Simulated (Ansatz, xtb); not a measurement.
Relaxing a trial structure of C2HF

The starting geometry of this gas-phase singlet has its atoms placed at random.

```yaml
atoms:
  - { symbol: C, position_ang: [1.4924, -0.5569, 0.4475] }
  - { symbol: C, position_ang: [-0.5721, -0.5137, -1.0764] }
  - { symbol: F, position_ang: [-0.2149, -1.2946, 0.6071] }
  - { symbol: H, position_ang: [-0.2587, 0.0482, 0.0492] }
```

Question: Guess where an optimisation with r2SCAN-D4/def2-SVP ends from this start.

Answer: It ends as `C#CF`. Distances that change by over a tenth: C2–H4 (1.30 → 1.07 Å). Contacts that close: C1–C2 (2.57 → 1.21 Å), C1–F3 (1.87 → 1.27 Å).

The energy falls by 11.65 eV over 16 steps:

| step | E − E(last) (eV) |
| --- | --- |
| 1 | 11.654 |
| 3 | 6.973 |
| 4 | 4.977 |
| 6 | 4.057 |
| 8 | 3.133 |
| 9 | 2.460 |
| 11 | 0.349 |
| 13 | 0.001 |
| 14 | 0.000 |
| 16 | 0.000 |

Final geometry (Å):

```xyz
4

C     0.2724   -1.0422    0.2642
C    -0.0785   -0.0320   -0.2974
F     0.6427   -2.1082    0.8568
H    -0.3901    0.8653   -0.7961
```

From the same start GFN2-xTB reaches the same bonding as this run.

From so rough a start the end depends on the optimiser's path, so another program may land elsewhere. No frequencies were run, so the end isn't proven a minimum. Run with Ansatz 0.2.0, 17 s on 1 thread of Arm Neoverse V2, with other jobs on the host.
